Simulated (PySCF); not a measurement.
## NMR parameters from quadrupole coupling constants

Species: cyanoformamide, C2H2N2O.
Structure used (PBE0-D3(BJ)/def2-TZVP), in Å, numbered top down from 1:
```xyz
7
C2H2N2O angstrom
N      2.3661   -0.6401   -0.3629
C      1.3521   -0.1402   -0.1579
C      0.0659    0.5344    0.1107
N     -0.9893   -0.2974    0.0170
O      0.0243    1.7070    0.3801
H     -1.9097    0.0746    0.1807
H     -0.8753   -1.2673   -0.2177
```

Computed at PBE0/pcSseg-2 (PySCF, non-relativistic):

```tsv
atom	environment	nucleus	spin I	Q (b)	CQ = χzz (MHz)	η
N1	nitrile nitrogen	14N	1	0.02044	-5.152	0.134
N4	amide nitrogen	14N	1	0.02044	-4.201	0.101
O5	amide oxygen	17O	5/2	-0.0256	9.724	0.068
```

Problem. Work back to Vxx, Vyy and Vzz; CQ/MHz = 234.96 (Q/b)(Vzz/au).

Solution. Vxx = −Vzz(1 − η)/2 and Vyy = −Vzz(1 + η)/2, in au:

```json
{"atom": "N1", "Vxx (au)": "0.465", "Vyy (au)": "0.608", "Vzz (au)": "-1.073", "Vzz (10²¹ V/m²)": "-10.42"}
{"atom": "N4", "Vxx (au)": "0.393", "Vyy (au)": "0.481", "Vzz (au)": "-0.875", "Vzz (10²¹ V/m²)": "-8.50"}
{"atom": "O5", "Vxx (au)": "0.753", "Vyy (au)": "0.863", "Vzz (au)": "-1.617", "Vzz (10²¹ V/m²)": "-15.71"}
```

Problem. At 28.2 T, set νQ = 3|CQ|/[2I(2I − 1)] beside the Larmor frequency (|g| × 7.62259 MHz/T × B; g(14N) = 0.40376, g(17O) = −0.75752), and give PQ = |CQ|√(1 + η²/3).

Solution. 
| atom | PQ (MHz) | νQ (MHz) | ν0 (MHz) | νQ/ν0 |
| --- | --- | --- | --- | --- |
| N1 | 5.167 | 7.728 | 86.79 | 0.089 |
| N4 | 4.208 | 6.301 | 86.79 | 0.073 |
| O5 | 9.731 | 1.459 | 162.83 | 0.009 |

For N1: PQ = 5.152 × 1.0030, νQ = 5.152 × 1.5000, ν0 = 3.0777 MHz/T × 28.2 T.

Problem. Second-order quadrupolar shift of the central transition's centre of gravity (half-integer spins, νQ < ν0/10) at 28.2 and 35.2 T.

Solution. From −(3/40)(PQ/ν0)²[I(I + 1) − 3/4]/[I(2I − 1)]², which goes as 1/B² (ppm):

```csv
site,28.2 T,35.2 T
17O at O5,-21.4,-13.8
```

Problem. First-order 14N doublet splittings with the field along y and x of the gradient, (3/4)|CQ|(1 ± η)?

Solution. N1: 4.381 and 3.347 MHz; N4: 3.468 and 2.834 MHz.

Problem. In the extreme-narrowing limit, with isotropic tumbling and one correlation time, the quadrupolar linewidth goes as PQ². What relative widths follow for the 14N sites?

Solution. N1 1, N4 0.66, with N1 as 1.

Problem. Take a correlation time of 1 ps, isotropic tumbling and extreme narrowing. What quadrupolar relaxation rates and linewidths follow?

Solution. 1/T1 = 1/T2 = (3π²/10)(2I + 3)/[I²(2I − 1)] × PQ² × τc; the width is 1/(πT2).

```json
{"site": "14N at N1", "spin factor (2I + 3)/[I²(2I − 1)]": "5.000", "1/T1 (s⁻¹)": "395", "T1 (ms)": "2.53", "linewidth (Hz)": "126"}
{"site": "14N at N4", "spin factor (2I + 3)/[I²(2I − 1)]": "5.000", "1/T1 (s⁻¹)": "262", "T1 (ms)": "3.82", "linewidth (Hz)": "83.4"}
{"site": "17O at O5", "spin factor (2I + 3)/[I²(2I − 1)]": "0.320", "1/T1 (s⁻¹)": "89.7", "T1 (ms)": "11.1", "linewidth (Hz)": "28.6"}
```

Geometry: PBE0-D3(BJ)/def2-TZVP, one conformer, isolated molecule.
